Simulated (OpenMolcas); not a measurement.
# A workflow on triplet H2S

We compute a series of 9 runs (ROHF/3-21G, CASSCF(8,6)/3-21G, CASPT2(8,6)/3-21G, CASPT2[IPEA 0](8,6)/3-21G, SC-NEVPT2(8,6)/3-21G, PC-NEVPT2(8,6)/3-21G, MC-PDFT[tPBE](8,6)/3-21G, MRCI(8,6)/3-21G, and more) of triplet H2S. 

The calculation is run with OpenMolcas 26.06.

### 1 The structure to begin with

H2S: 3 atoms, total charge 0, spin state triplet. SMILES of the parent species: `S`. The shape is that of a PBE0-D4/def2-TZVP optimisation. That shape belongs to the parent species and isn't relaxed for this state.

Bond lengths: S1–H2 1.341 Å, S1–H3 1.341 Å. Angles: H2–S1–H3 92.3°.

### 2 A single-point energy at ROHF/3-21G (run 1)

Contents of step1.input:

```
&GATEWAY
 BasLib
 $CurrDir
 Coord
 3
 angstrom
 S        0.495500      -0.280600       0.243900
 H        0.097900       0.997700       0.162400
 H       -0.593400      -0.717100      -0.406300
 Basis
 3-21G
 Group
 NoSym

&SEWARD

&SCF
 UHF
 Spin
 3
 PrOrbitals
 1 1

&RASSCF
 FileOrb
 $Project.UnaOrb
 Spin
 3
 Nactel
 2 0 0
 Inactive
 8
 Ras2
 2
 OutOrbitals
 Canonical
 OrbListing
 Nothing
```

The basis set 3-21G is read from a file made from the Basis Set Exchange's data (not shown).

On the command line:

```sh
$ export MOLCAS_MEM=1860
$ pymolcas step1.input > step1.log
```

The log of the run, shortened:

```text
--- Start Module: gateway ---
[...]
--- Stop Module: gateway /rc=_RC_ALL_IS_WELL_ ---
[...]
      Basis functions           17
[...]
--- Start Module: scf ---
[...]
       Convergence after  14 Iterations
[...]
::    Total SCF energy                               -396.4778709319
[...]
      Total spin, S                                     1.0048252023
[...]
--- Stop Module: scf /rc=_RC_ALL_IS_WELL_ ---
--- Start Module: rasscf ---
[...]
      Number of active orbitals                  2
[...]
      Spin quantum number                      1.0
[...]
      Active orbitals                            2
[...]
      Number of CSFs                             1
[...]
      Number of root(s) required                 1
[...]
      Convergence after  8 iterations
[...]
      printout of CI-coefficients larger than  0.05 for root  1
      energy=    -396.475015
      conf/sym  11     Coeff  Weight
             1  uu   1.00000 1.00000
      Natural orbitals and occupation numbers for root  1
      sym 1:   1.000000   1.000000
      ************************************************************************************************************************
      *                                                    Final results                                                     *
[...]
::    RASSCF root number  1 Total energy:   -396.47501528
[...]
      Total electronic charge=   18.000000
      Total            charge=   -0.000000
[...]
      Dipole Moment (debye):
      Origin of the operator (angstrom)=    0.4514   -0.2556    0.2222
                   X= -4.8510E-01               Y=  2.7920E-01               Z= -2.3830E-01           Total=  6.0833E-01
      Quadrupole Moment (debye*angstrom):
[...]
--- Stop Module: rasscf /rc=_RC_ALL_IS_WELL_ ---
[...]
```

Wall time 3.3 s (1 thread of AMD EPYC 7R43 (Zen 3), shared host); peak memory 0.37 GiB.

### 3 The energy at CASSCF(8,6)/3-21G (run 2)

Contents of step2.inp:

```
&GATEWAY
 BasLib = $CurrDir
 Coord
 3
 angstrom
 S        0.495500      -0.280600       0.243900
 H        0.097900       0.997700       0.162400
 H       -0.593400      -0.717100      -0.406300
 Basis = 3-21G
 Group = NoSym

&SEWARD

&RASSCF
 FileOrb = $CurrDir/step1.RasOrb
 Spin = 3
 Nactel = 8 0 0
 Inactive = 5
 Ras2 = 6
 OrbListing = Nothing
```

The basis set 3-21G is read from a file made from the Basis Set Exchange's data (not shown).

On the command line:

```sh
$ export MOLCAS_MEM=1860
$ pymolcas step2.inp > step2.log
```

The log of the run, shortened:

```text
--- Start Module: gateway ---
[...]
--- Stop Module: gateway /rc=_RC_ALL_IS_WELL_ ---
--- Start Module: seward ---
[...]
      Basis functions           17
--- Stop Module: seward /rc=_RC_ALL_IS_WELL_ ---
--- Start Module: rasscf ---
[...]
      Number of active orbitals                  6
[...]
      Spin quantum number                      1.0
[...]
      Active orbitals                            6
[...]
      Number of CSFs                           105
[...]
      Number of root(s) required                 1
[...]
      Convergence after  9 iterations
[...]
      printout of CI-coefficients larger than  0.05 for root  1
      energy=    -396.502696
      conf/sym  111111     Coeff  Weight
             1  222uu0  -0.98475 0.96974
             8  22uudu   0.08731 0.00762
            20  2u2u02  -0.08493 0.00721
            33  220uu2   0.05875 0.00345
            35  2udu2u  -0.07310 0.00534
            42  202uu2   0.05300 0.00281
      Natural orbitals and occupation numbers for root  1
      sym 1:   1.997697   1.981228   1.978231   1.000000   0.998725   0.044118
      ************************************************************************************************************************
      *                                                    Final results                                                     *
[...]
::    RASSCF root number  1 Total energy:   -396.50269555
[...]
      Total electronic charge=   18.000000
      Total            charge=   -0.000000
[...]
      Dipole Moment (debye):
      Origin of the operator (angstrom)=    0.4514   -0.2556    0.2222
                   X= -5.0747E-01               Y=  2.9012E-01               Z= -2.4949E-01           Total=  6.3556E-01
      Quadrupole Moment (debye*angstrom):
[...]
--- Stop Module: rasscf /rc=_RC_ALL_IS_WELL_ ---
[...]
```

Wall time 2.4 s (1 thread of AMD EPYC 7R43 (Zen 3), shared host); peak memory 0.37 GiB.

Runs 3 to 5 aren't shown in full; the table further down has their settings and results.

### 4 The energy at PC-NEVPT2(8,6)/3-21G (run 6)

Contents of step6.inp:

```
* H2S NEVPT2
&GATEWAY
BasLib=$CurrDir
Coord
3
angstrom
S        0.495500      -0.280600       0.243900
H        0.097900       0.997700       0.162400
H       -0.593400      -0.717100      -0.406300
Basis=3-21G
Group=NoSym
&SEWARD
&RASSCF
FileOrb=$CurrDir/step2.RasOrb
Spin=3
Nactel=8 0 0
Inactive=5
Ras2=6
OrbListing=Nothing
&CASPT2
PC-NEVPT2
Frozen=5
```

The basis set 3-21G is read from a file made from the Basis Set Exchange's data (not shown).

On the command line:

```sh
$ export MOLCAS_MEM=1860
$ pymolcas step6.inp > step6.log
```

The log of the run, shortened:

```text
--- Start Module: gateway ---
[...]
--- Stop Module: gateway /rc=_RC_ALL_IS_WELL_ ---
[...]
      Basis functions           17
[...]
--- Start Module: rasscf ---
[...]
      Number of active orbitals                  6
[...]
      Spin quantum number                      1.0
[...]
      Active orbitals                            6
[...]
      Number of CSFs                           105
[...]
      Number of root(s) required                 1
[...]
      Convergence after  4 iterations
[...]
      printout of CI-coefficients larger than  0.05 for root  1
      energy=    -396.502696
      conf/sym  111111     Coeff  Weight
             1  222uu0  -0.98475 0.96974
             8  22uudu   0.08731 0.00762
            20  2u2u02  -0.08493 0.00721
            33  220uu2   0.05875 0.00345
            35  2udu2u  -0.07310 0.00534
            42  202uu2   0.05300 0.00281
      Natural orbitals and occupation numbers for root  1
      sym 1:   1.997697   1.981229   1.978231   1.000000   0.998725   0.044118
      ************************************************************************************************************************
      *                                                    Final results                                                     *
[...]
::    RASSCF root number  1 Total energy:   -396.50269555
[...]
      Total electronic charge=   18.000000
      Total            charge=   -0.000000
[...]
      Dipole Moment (debye):
      Origin of the operator (angstrom)=    0.4514   -0.2556    0.2222
                   X= -5.0744E-01               Y=  2.9018E-01               Z= -2.4947E-01           Total=  6.3556E-01
      Quadrupole Moment (debye*angstrom):
[...]
--- Stop Module: rasscf /rc=_RC_ALL_IS_WELL_ ---
--- Start Module: caspt2 ---
[...]
 ###    WARNING: User changed nr of frozen orbitals.                         ###
 ###############################################################################
[...]
      E2 (Variational):          -0.0316450598
[...]
      E2 (Variational):          -0.0309367783
      Total energy:            -396.5336323308
[...]
      Reference weight:           0.98887
[...]
::    PC-NEVPT2 Root  1     Total energy:   -396.53434061
[...]
--- Stop Module: caspt2 /rc=_RC_ALL_IS_WELL_ ---
[...]
```

It took 2.4 s on 1 thread of AMD EPYC 7R43 (Zen 3), shared host; peak memory 0.37 GiB.

Runs 7 to 8 aren't shown in full; the table further down has their settings and results.

### 5 A single-point energy at MRACPF(8,6)/3-21G (run 9)

Contents of step9.input:

```
&GATEWAY
BasLib = $CurrDir
Coord
3
angstrom
S        0.495500      -0.280600       0.243900
H        0.097900       0.997700       0.162400
H       -0.593400      -0.717100      -0.406300
Basis = 3-21G
Group = NoSym
&SEWARD
&RASSCF
FileOrb = $CurrDir/step2.RasOrb
Spin = 3
Nactel = 8 0 0
Inactive = 5
Ras2 = 6
OrbListing = Nothing
&MOTRA
LumOrb
Frozen = 5
&GUGA
Electrons = 8
Spin = 3
Inactive = 0
Active = 6
CIAll = 1
&MRCI
ACPF
```

The basis set 3-21G is read from a file made from the Basis Set Exchange's data (not shown).

On the command line:

```sh
$ export MOLCAS_MEM=1860
$ pymolcas step9.input > step9.log
```

The log of the run, shortened:

```text
--- Start Module: gateway ---
[...]
--- Stop Module: gateway /rc=_RC_ALL_IS_WELL_ ---
[...]
      Basis functions           17
[...]
      Number of active orbitals                  6
[...]
      Spin quantum number                      1.0
[...]
      Active orbitals                            6
[...]
      Number of CSFs                           105
[...]
      Number of root(s) required                 1
[...]
      Convergence after  4 iterations
[...]
      printout of CI-coefficients larger than  0.05 for root  1
      energy=    -396.502696
      conf/sym  111111     Coeff  Weight
             1  222uu0  -0.98475 0.96974
             8  22uudu   0.08731 0.00762
            20  2u2u02  -0.08493 0.00721
            33  220uu2   0.05875 0.00345
            35  2udu2u  -0.07310 0.00534
            42  202uu2   0.05300 0.00281
      Natural orbitals and occupation numbers for root  1
      sym 1:   1.997697   1.981229   1.978231   1.000000   0.998725   0.044118
      ************************************************************************************************************************
      *                                                    Final results                                                     *
[...]
::    RASSCF root number  1 Total energy:   -396.50269555
[...]
      Dipole Moment (debye):
      Origin of the operator (angstrom)=    0.4514   -0.2556    0.2222
                   X= -5.0744E-01               Y=  2.9018E-01               Z= -2.4947E-01           Total=  6.3556E-01
      Quadrupole Moment (debye*angstrom):
[...]
      *** WARNING: Default frozen orbitals is overwritten by user input.
      *** Default values:   5
[...]
--- Start Module: guga ---
[...]
--- Stop Module: guga /rc=_RC_ALL_IS_WELL_ ---
--- Start Module: mrci ---
[...]
       USE THE DEFAULT ACPF G-VALUE GFAC=  0.25000000000000000
[...]
    MR ACPF CALCULATION.
[...]
            REFERENCE CI ENERGY:  -396.50269555
[...]
        ACPF CORRELATION ENERGY:    -0.04084289
                    ACPF ENERGY:  -396.54353844
[...]
      Total electronic charge=   18.000000
      Total            charge=   -0.000000
[...]
  ACPF State   1     Total energy:   -396.54353844
[...]
--- Stop Module: mrci /rc=_RC_ALL_IS_WELL_ ---
[...]
```

Wall time 3.3 s (1 thread of AMD EPYC 7R43 (Zen 3), shared host); peak memory 0.37 GiB.

### 6 Overview of the runs

```tsv
run	level	active rule	inactive	energy (Eh)	dipole moment (D) of the reference	wall time
1	ROHF/3-21G	–	–	-396.475015	0.61	3.3 s
2	CASSCF(8,6)/3-21G	full valence	5	-396.502696	0.64	2.4 s
3	CASPT2(8,6)/3-21G	full valence	5	-396.536178	0.64	2.4 s
4	CASPT2[IPEA 0](8,6)/3-21G	full valence	5	-396.537232	0.64	2.3 s
5	SC-NEVPT2(8,6)/3-21G	full valence	5	-396.533632	0.64	2.4 s
6	PC-NEVPT2(8,6)/3-21G	full valence	5	-396.534341	0.64	2.4 s
7	MC-PDFT[tPBE](8,6)/3-21G	full valence	5	-396.967595	0.64	2.7 s
8	MRCI(8,6)/3-21G	full valence	5	-396.542941	0.64	2.9 s
9	MRACPF(8,6)/3-21G	full valence	5	-396.543538	0.64	3.3 s
```

### 7 What came out

| quantity | value |
| --- | --- |
| run 9, MRACPF(8,6)/3-21G: total energy | -396.54354 Eh |
| run 9, MRACPF(8,6)/3-21G: dipole moment (CASSCF density) | 0.64 D |

**Reading.** Below the ROHF energy at the same shape and in the same basis (3-21G): CASSCF(8,6) -27.7 mEh; CASPT2(8,6) -61.2 mEh; CASPT2[IPEA 0](8,6) -62.2 mEh; SC-NEVPT2(8,6) -58.6 mEh; PC-NEVPT2(8,6) -59.3 mEh; MRCI(8,6) -67.9 mEh. Active-space methods hold only the correlation inside their space unless a perturbation or CI step follows. All runs together took 24 s, the longest 3.3 s.
